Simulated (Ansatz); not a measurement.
# One shape, several levels: doublet C4H10S+

Wanted: a comparison of 6 runs (UHF/STO-3G, U-revPBE/6-31G*, UBHLYP/6-31G*, UPBE-QIDH/6-31G*, USVWN5/6-31G*, UCCSD/6-31G*) of doublet C4H10S+. 

Program for the calculation: Ansatz 0.2.0.

45 further runs of the same task are left out: 45 set aside as unsound or not needed.

### 1 Starting point

The species is C4H10S+ (15 atoms), meant as a doublet with charge +1. As SMILES of the parent species, `CCSCC`. Geometry: relaxed at PBE0-D4/def2-TZVP. This is one conformer, not always the lowest. That shape belongs to the parent species and isn't relaxed for this state.

Bond lengths: C1–C2 1.515 Å, C2–S3 1.806 Å, S3–C4 1.806 Å, C4–C5 1.515 Å, C1–H6 1.092 Å, C1–H7 1.094 Å, C1–H8 1.092 Å, C2–H9 1.093 Å, C2–H10 1.093 Å, C4–H11 1.093 Å, C4–H12 1.093 Å, C5–H13 1.092 Å, C5–H14 1.092 Å, C5–H15 1.094 Å. Some angles: C1–C2–S3 114.8°, C2–S3–C4 102.2°, S3–C4–C5 114.8°, C1–C2–H9 110.6°, C1–C2–H10 111.2°, S3–C2–H9 103.6°, S3–C2–H10 109.5°, C2–C1–H6 110.9°, C2–C1–H7 110.4°, C2–C1–H8 111.6°.

### 2 A single-point energy at UHF/STO-3G (run 1)

in.yaml

```yaml
crystal:
  periodic: [false, false, false]
  atoms:
    - symbol: C
      position_ang: [-1.973500, 0.077200, -0.225200]
    - symbol: C
      position_ang: [-0.909300, -0.781100, -0.878900]
    - symbol: S
      position_ang: [0.234800, -1.576900, 0.269900]
    - symbol: C
      position_ang: [1.046600, -0.160100, 1.041900]
    - symbol: C
      position_ang: [1.852100, 0.706000, 0.094600]
    - symbol: H
      position_ang: [-2.543000, -0.499300, 0.506200]
    - symbol: H
      position_ang: [-2.666800, 0.464900, -0.977100]
    - symbol: H
      position_ang: [-1.537200, 0.936200, 0.289400]
    - symbol: H
      position_ang: [-1.365700, -1.620400, -1.409900]
    - symbol: H
      position_ang: [-0.344200, -0.212900, -1.622000]
    - symbol: H
      position_ang: [0.307100, 0.431800, 1.587200]
    - symbol: H
      position_ang: [1.697200, -0.614700, 1.793500]
    - symbol: H
      position_ang: [2.597900, 0.111800, -0.436800]
    - symbol: H
      position_ang: [1.214400, 1.189000, -0.649100]
    - symbol: H
      position_ang: [2.367900, 1.497700, 0.645600]
basis:
  gaussian:
    orbitals: STO-3G
total_charge: 1
magnetization:
  spin_polarized: true
  initial_magnetization: 1
hamiltonian:
  xc: hf
accuracy: high
output: {orbitals: {seedname: orbitals}}
```

On the command line:

```sh
$ ansatz run in.yaml --threads 1 --pin off --max-ram 3480MiB --events-out events.jsonl --progress --plain --runs-dir runs
```

The program printed:

```text
Warning: RAYON_NUM_THREADS=1 ignored (pool sized by the plan → 1); use --threads N
Functional definition: HF
  name "HF"
  exchange = exact_x
  correlation = 0
856 factors; integrals over basis functions are off by at most 6.6e-9 eV
mean field evaluation 1: about -14922.7104 eV, gradient 1.0e1 eV
mean field evaluation 2: about -14922.9923 eV, gradient 1.0e1 eV
mean field evaluation 4: about -14924.0349 eV, gradient 9.6e-1 eV
mean field evaluation 8: about -14924.0533 eV, gradient 1.2e-3 eV
mean field -14924.05333100 eV, -548.4488440277 hartree, gradient 2.5e-8 eV, S^2 0.759424; 0 other end points of the search recorded, 0 dependent functions left out
reference -14924.05333100 eV, -548.4488440277 hartree; 25, 24 occupied and 14, 15 virtual orbitals, 856 factors
Total energy: -14924.05333100 eV, -548.4488440277 hartree
```

It took 0.62 s on 1 thread of AMD EPYC 9R45 (Zen 5), shared host.

### 3 A single-point energy at U-revPBE/6-31G(d) (spherical functions) (run 2)

molecule.yaml

```yaml
crystal:
  periodic: [false, false, false]
  atoms:
    - symbol: C
      position_ang: [-1.973500, 0.077200, -0.225200]
    - symbol: C
      position_ang: [-0.909300, -0.781100, -0.878900]
    - symbol: S
      position_ang: [0.234800, -1.576900, 0.269900]
    - symbol: C
      position_ang: [1.046600, -0.160100, 1.041900]
    - symbol: C
      position_ang: [1.852100, 0.706000, 0.094600]
    - symbol: H
      position_ang: [-2.543000, -0.499300, 0.506200]
    - symbol: H
      position_ang: [-2.666800, 0.464900, -0.977100]
    - symbol: H
      position_ang: [-1.537200, 0.936200, 0.289400]
    - symbol: H
      position_ang: [-1.365700, -1.620400, -1.409900]
    - symbol: H
      position_ang: [-0.344200, -0.212900, -1.622000]
    - symbol: H
      position_ang: [0.307100, 0.431800, 1.587200]
    - symbol: H
      position_ang: [1.697200, -0.614700, 1.793500]
    - symbol: H
      position_ang: [2.597900, 0.111800, -0.436800]
    - symbol: H
      position_ang: [1.214400, 1.189000, -0.649100]
    - symbol: H
      position_ang: [2.367900, 1.497700, 0.645600]
basis:
  gaussian:
    orbitals: 6-31G_st_-spherical.json
output: {orbitals: {seedname: orbitals}}
total_charge: 1
hamiltonian:
  xc: {name: revPBE}
magnetization:
  spin_polarized: true
  initial_magnetization: 1
accuracy: high
```

The basis set 6-31G* is read from a file made from the Basis Set Exchange's data (not shown).

On the command line:

```sh
$ ansatz run molecule.yaml --threads 1 --pin off --max-ram 3480MiB --events-out events.jsonl --progress --plain --runs-dir runs
```

The program printed:

```text
Warning: RAYON_NUM_THREADS=1 ignored (pool sized by the plan → 1); use --threads N
Functional definition: revPBE
  name "revPBE"
  parameter kappa = 1.245
  parameter beta = 0.06672455060314922
  exchange = pbe_x(kappa = kappa, mu = beta*pi^2/3)
  correlation = pbe_c(beta = beta)
2407 factors; integrals over basis functions are off by at most 3.3e-9 eV
mean field evaluation 1: about -15114.6940 eV, gradient 6.4e1 eV
mean field evaluation 2: about -15070.2879 eV, gradient 1.0e2 eV
mean field evaluation 4: about -15134.3912 eV, gradient 6.7e0 eV
mean field evaluation 8: about -15134.6492 eV, gradient 3.3e-1 eV
mean field evaluation 16: about -15134.6499 eV, gradient 6.1e-5 eV
mean field evaluation 32: about -15134.4460 eV, gradient 5.4e0 eV
mean field -15134.64986114 eV, -556.1881237626 hartree, gradient 3.9e-8 eV, S^2 0.752812; 1 other end points of the search recorded, 0 dependent functions left out
reference -15134.64986457 eV, -556.1881238888 hartree; 25, 24 occupied and 69, 70 virtual orbitals, 2407 factors
Total energy: -15134.64986457 eV, -556.1881238888 hartree
```

Wall time 9.3 s (1 thread of AMD EPYC 9R45 (Zen 5), shared host); peak memory 0.38 GiB.

Runs 3 to 5 aren't shown in full; the table further down has their settings and results.

### 4 The energy at UCCSD/6-31G(d) (spherical functions) (run 6)

run.yaml

```yaml
crystal:
  periodic: [false, false, false]
  atoms:
    - {symbol: C, position_ang: [-1.973500, 0.077200, -0.225200]}
    - {symbol: C, position_ang: [-0.909300, -0.781100, -0.878900]}
    - {symbol: S, position_ang: [0.234800, -1.576900, 0.269900]}
    - {symbol: C, position_ang: [1.046600, -0.160100, 1.041900]}
    - {symbol: C, position_ang: [1.852100, 0.706000, 0.094600]}
    - {symbol: H, position_ang: [-2.543000, -0.499300, 0.506200]}
    - {symbol: H, position_ang: [-2.666800, 0.464900, -0.977100]}
    - {symbol: H, position_ang: [-1.537200, 0.936200, 0.289400]}
    - {symbol: H, position_ang: [-1.365700, -1.620400, -1.409900]}
    - {symbol: H, position_ang: [-0.344200, -0.212900, -1.622000]}
    - {symbol: H, position_ang: [0.307100, 0.431800, 1.587200]}
    - {symbol: H, position_ang: [1.697200, -0.614700, 1.793500]}
    - {symbol: H, position_ang: [2.597900, 0.111800, -0.436800]}
    - {symbol: H, position_ang: [1.214400, 1.189000, -0.649100]}
    - {symbol: H, position_ang: [2.367900, 1.497700, 0.645600]}
basis:
  gaussian: {orbitals: 6-31G_st_-spherical.json}
total_charge: 1
magnetization: {spin_polarized: true, initial_magnetization: 1}
correlation: {method: ccsd, frozen_orbitals: {C: 1, H: 0, S: 5}}
accuracy: high
scf: {omitted_lower_state_checks: [cluster_reference, increment]}
```

The basis set 6-31G* is read from a file made from the Basis Set Exchange's data (not shown).

On the command line:

```sh
$ ansatz run run.yaml --threads 1 --pin off --max-ram 3480MiB --events-out events.jsonl --progress --plain --runs-dir runs
```

The program printed (excerpt; [...] marks lines left out):

```text
Warning: RAYON_NUM_THREADS=1 ignored (pool sized by the plan → 1); use --threads N
[... 2 set-up lines as earlier in the session ...]
[...]
2407 factors; integrals over basis functions are off by at most 3.3e-9 eV
[...]
mean field -15089.45577918 eV, -554.5272718843 hartree, gradient 1.5e-8 eV, S^2 0.763366; 0 other end points of the search recorded, 0 dependent functions left out
9 core orbitals not correlated: weight in the atoms' cores, before any rotation towards them, 1.000 or more for the frozen orbitals, at most 0.000 for the correlated occupied ones
reference -15089.45577918 eV, -554.5272718843 hartree; 16, 15 occupied and 69, 70 virtual orbitals, 2407 factors
second order -16.87720757 eV of doubles, -0.00000000 eV of singles
cycle   1  -18.12424144 eV  change    -1.2e0 eV  update   9.7e-2
[...]
cycle  25  -18.79964571 eV  change   2.5e-10 eV  update   2.2e-9
Total energy: -15108.25542489 eV, -555.2181461212 hartree
Checks for a lower state left out: cluster_reference, increment
```

Run time: 51 s. Hardware: 1 thread of AMD EPYC 9R45 (Zen 5), shared host; peak memory 1.4 GiB.

### 5 The series

```csv
run,level,frozen core orbitals,energy (Eh),HOMO energy (eV),LUMO energy (eV),⟨S²⟩,wall time
1,UHF/STO-3G,–,-548.448844,-16.84,-3.68,0.759,0.62 s
2,U-revPBE/6-31G* (spherical functions),–,-556.188124,-12.78,-11.35,0.753,9.3 s
3,UBHLYP/6-31G* (spherical functions),–,-556.202319,-15.65,-9.36,0.756,9 s
4,UPBE-QIDH/6-31G* (spherical functions),9,-555.781558,-16.71,-8.14,0.759,9.3 s
5,USVWN5/6-31G* (spherical functions),–,-553.411241,-12.69,-11.70,0.751,4.8 s
6,UCCSD/6-31G* (spherical functions),9,-555.218146,–,–,0.763,51 s
```

### 6 Results

| quantity | value |
| --- | --- |
| run 6: total energy | -555.21815 Eh |
| run 6: correlation energy (9 core orbitals frozen) | -690.9 mEh |
| run 6: ⟨S²⟩ of the reference determinant | 0.763 |
| run 6: T1 diagnostic | 0.013 |

In words: Totals of different functionals can't be ranked against each other. In run 1 the basis is minimal, so the values are rough. All runs together took 84 s, the longest 51 s.
